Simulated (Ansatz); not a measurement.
Input for Ansatz (development build ahead of 0.2.0):

```yaml
crystal:
  periodic: [false, false, false]
  atoms:
    - { symbol: B, position_ang: [0.0, 0.0, 0.88087] }
    - { symbol: B, position_ang: [0.0, 0.0, -0.88087] }
    - { symbol: H, position_ang: [0.99336, 0.0, 0.0] }
    - { symbol: H, position_ang: [-0.99336, 0.0, 0.0] }
    - { symbol: H, position_ang: [0.0, 1.05152, 1.4667] }
    - { symbol: H, position_ang: [0.0, -1.05152, 1.4667] }
    - { symbol: H, position_ang: [0.0, 1.05152, -1.4667] }
    - { symbol: H, position_ang: [0.0, -1.05152, -1.4667] }
basis:
  gaussian: { orbitals: cc-pVTZ }
hamiltonian:
  xc: hf
correlation:
  method: mp2
  frozen_orbitals: { B: 1, H: 0 }
```

The input is written out in the form of the current development build from the run's settings.

Results

* Converged: yes
* Reference energy: -52.83414 hartree
* Correlation energy: -0.26209 hartree
* Total energy: -53.09624 hartree
* Spin squared of the determinant: 0.000
